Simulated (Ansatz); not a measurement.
```yaml
crystal:
  periodic: [false, false, false]
  atoms:
    - {symbol: Na, position_ang: [-0.844439, 1.760280, -0.227031]}
    - {symbol: Na, position_ang: [-1.114140, -1.602241, 0.222722]}
    - {symbol: Na, position_ang: [1.959090, -0.157302, 0.005097]}
    - {symbol: H, position_ang: [-2.130327, 0.171121, -0.004631]}
    - {symbol: H, position_ang: [0.918100, -1.915111, 0.238455]}
    - {symbol: H, position_ang: [1.211717, 1.743262, -0.234613]}
basis:
  gaussian: {orbitals: def2-SVP}
hamiltonian: {xc: {name: HSE06}, dispersion: d3bj, pseudopotentials: {relativity: scalar}}
scf: {omitted_lower_state_checks: [starts]}
output: {forces: true}
```

```sh
$ ansatz run in.yaml --threads 4 --pin off --events-out ev --progress --plain --max-ram 3916MiB
```

Output, abridged:

```
Functional definition: HSE06
558 factors; integrals over basis functions are off by at most 7.1e-4 eV
93 factors; integrals over basis functions are off by at most 2.2e-6 eV
mean field evaluation 1: about -13296.8741 eV, gradient 1.9e1 eV
mean field evaluation 2: about -13298.2078 eV, gradient 9.4e0 eV
mean field evaluation 4: about -13298.8498 eV, gradient 5.9e-1 eV
mean field evaluation 8: about -13298.8866 eV, gradient 3.0e-3 eV
mean field -13298.88663015 eV, -488.7250693489 hartree, gradient 6.4e-5 eV, S^2 0.000000; 0 other end points of the search recorded, 0 dependent functions left out
reference -13298.88668138 eV, -488.7250712316 hartree; 18, 18 occupied and 42, 42 virtual orbitals, 558 factors
Total energy: -13298.98160417 eV, -488.7285595796 hartree
Relativity: scalar
Atom 0 at    -0.844439     1.760280    -0.227031 Å, force    -0.005742     0.012474    -0.000036 eV/Å
Atom 1 at    -1.114140    -1.602241     0.222722 Å, force    -0.008649    -0.011678    -0.000569 eV/Å
Atom 2 at     1.959090    -0.157302     0.005097 Å, force     0.013841    -0.000779    -0.000630 eV/Å
Atom 3 at    -2.130327     0.171121    -0.004631 Å, force     0.001961    -0.000490     0.000269 eV/Å
Atom 4 at     0.918100    -1.915111     0.238455 Å, force    -0.000722     0.001625     0.002038 eV/Å
Atom 5 at     1.211717     1.743262    -0.234613 Å, force    -0.000689    -0.001152    -0.001071 eV/Å
Dipole moment:     0.000757     0.001088     0.000919 e Å
Checks for a lower state left out: starts
```

It took 0.95 s on 4 threads of Arm Neoverse V2 on a shared host.

HSE06 is defined as in plane-wave codes, on full-range PBE exchange.
